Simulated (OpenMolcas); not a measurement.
**How methods differ on SiH3 (silyl radical)**

The species is SiH3 (4 atoms), meant as a doublet with charge 0. As SMILES, `[SiH3]`. The shape is that of a GFN2-xTB optimisation.

```xyz
4

Si    0.2066   -0.0189   -0.1151
H     0.5871    0.6618    1.1056
H    -0.1950   -1.4016    0.0434
H    -0.5987    0.7587   -1.0339
```

Quantity: the energy change with the Si1–H3 bond stretched from 1.449 to 2.173 Å, in eV. The values are calculated.

```tsv
level	kind	program	value (eV)	less FCI/3-21G	CPU time (all runs)
ROHF/3-21G	Hartree–Fock	OpenMolcas	1.90	+0.46	8.5 s
USVWN5/3-21G	LDA	OpenMolcas	1.54	+0.10	7.2 s
UPBE/3-21G	GGA	OpenMolcas	1.54	+0.10	9.8 s
U-r2SCAN/3-21G	meta-GGA	OpenMolcas	1.67	+0.23	13 s
UM06-2X/3-21G	hybrid meta-GGA	OpenMolcas	1.78	+0.34	13 s
ROCCSD(T)/3-21G	coupled cluster or CI	OpenMolcas	1.44	0.00	8.5 s
FCI/3-21G	exact in the basis	OpenMolcas	1.44	0.00	26 s
```

FCI/3-21G is exact within its basis and frozen core, so for wave-function methods in that basis the difference is their error; functionals converge differently with the basis, so for them it is only a difference. The first shape isn't each level's own minimum. The values span 1.44 to 1.90 eV. All rows use very small basis sets, so even the best lies far from the true value. Times are those of the runs behind each value, whatever else they computed, on shared processors of several kinds: orders of magnitude only.
